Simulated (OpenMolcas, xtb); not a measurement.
## How methods differ on AlNH3 (SMILES [NH2][AlH])

AlNH3: 5 atoms, total charge 0, spin state doublet. As SMILES, `[NH2][AlH]`. The coordinates come from a PBE0-D4/def2-TZVP relaxation. This is one conformer, not always the lowest.

```xyz
5

N    -0.1166   -0.6608    0.1751
Al    0.8366    0.8339    0.1208
H     0.1485   -1.5053    0.6555
H    -1.0103   -0.7828   -0.2774
H     0.1918    2.0414   -0.7154
```

Each level gives the dipole moment (D). The values are calculated.

```json
{"level": "GFN0-xTB", "kind": "semi-empirical", "program": "xtb", "value (D)": "3.06"}
{"level": "UHF/cc-pVTZ", "kind": "Hartree–Fock", "program": "OpenMolcas", "value (D)": "1.12"}
{"level": "USVWN5/cc-pVTZ", "kind": "LDA", "program": "OpenMolcas", "value (D)": "1.33"}
{"level": "UPBE/cc-pVTZ", "kind": "GGA", "program": "OpenMolcas", "value (D)": "1.33"}
{"level": "U-r2SCAN/cc-pVTZ", "kind": "meta-GGA", "program": "OpenMolcas", "value (D)": "1.32"}
{"level": "UTPSS/cc-pVTZ", "kind": "meta-GGA", "program": "OpenMolcas", "value (D)": "1.33"}
{"level": "UPBE0/cc-pVTZ", "kind": "global hybrid", "program": "OpenMolcas", "value (D)": "1.24"}
```

The values span 1.12 to 3.06 D.
